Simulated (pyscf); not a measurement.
This saddle point was located with ωB97X-D3(BJ)/def2-SVP in PySCF.

```xyz
8

C      0.9065    -0.9319     0.4454
Zn    -1.1196     1.3693     0.5840
S      0.8464     0.3439     1.7373
H     -0.1159    -1.1903     0.1105
H      1.4833    -0.5734    -0.4186
H      1.3804    -1.8427     0.8370
H     -0.7149     0.0402     1.9656
H     -1.7751     0.0509     1.6183
```
Charge 0, spin multiplicity 2.

Surface: doublet, charge 0. Lowest wavenumbers (cm⁻¹): 1307i, 116, 196, 265, 334.

Question: What reaction is this the transition state of?

Answer: [H₃C–S–Zn]• + hydrogen (H₂) ⇌ H₃C–SH + ZnH•, a four-centre exchange read from left to right: S–Zn, H–H broken and H–Zn, H–S formed. At ωB97M-D3(BJ)/def2-TZVP it lies +119.3 kJ/mol from the left side and +51.3 kJ/mol from the right (each side as separated species at their lowest minima found). On the product side the descent ends in a complex, 30.3 kJ/mol under the separated species and 69.3 kJ/mol under the saddle at ωB97X-D3(BJ)/def2-TZVP. This is the saddle that the search found; another between the same sides may lie lower. Elements up to Kr have no core potential and no relativistic terms here.
